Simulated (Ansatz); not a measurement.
```yaml
crystal:
  periodic: [false, false, false]
  atoms:
    - {symbol: B, position_ang: [0.000014, 0.000009, -0.000003]}
    - {symbol: H, position_ang: [0.690103, 1.006040, 0.219693]}
    - {symbol: H, position_ang: [0.733091, -0.997303, -0.067705]}
    - {symbol: H, position_ang: [-0.606117, 0.140811, -1.072152]}
    - {symbol: H, position_ang: [-0.817091, -0.149547, 0.920166]}
basis:
  gaussian: {orbitals: def2-TZVPP}
total_charge: -1
hamiltonian: {xc: {name: wB97X}}
output: {forces: true}
```

```sh
$ ansatz run in.yaml --threads 2 --pin off --events-out ev --progress --plain --max-ram 32768MiB --backend cpu
```

Shortened log:

```
Functional definition: wB97X
405 factors; their error is unknown
130 factors; integrals over basis functions are off by at most 1.7e-5 eV
mean field evaluation 1: about -741.4852 eV, gradient 6.5e0 eV
mean field evaluation 2: about -741.6406 eV, gradient 1.5e0 eV
mean field evaluation 4: about -741.6507 eV, gradient 5.4e-2 eV
mean field evaluation 8: about -741.6462 eV, gradient 3.3e-3 eV
mean field -741.64618546 eV, -27.2549946098 hartree, gradient 2.8e-5 eV, S^2 0.000000; 0 other end points of the search recorded, 0 dependent functions left out
reference -741.64615502 eV, -27.2549934910 hartree; 5, 5 occupied and 82, 82 virtual orbitals, 405 factors
Total energy: -741.64615502 eV, -27.2549934910 hartree
Atom 0 at     0.000014     0.000009    -0.000003 Å, force    -0.000969    -0.000235     0.000003 eV/Å
Atom 1 at     0.690103     1.006040     0.219693 Å, force    -0.012312    -0.018318    -0.003980 eV/Å
Atom 2 at     0.733091    -0.997303    -0.067705 Å, force    -0.013177     0.018332     0.001230 eV/Å
Atom 3 at    -0.606117     0.140811    -1.072152 Å, force     0.011209    -0.002672     0.020333 eV/Å
Atom 4 at    -0.817091    -0.149547     0.920166 Å, force     0.015249     0.002894    -0.017587 eV/Å
Dipole moment:     0.000034     0.000007     0.000001 e Å
```

Hardware: 2 threads of a server CPU on a shared host. Wall time 2.1 s, peak host memory 0.22 GiB.
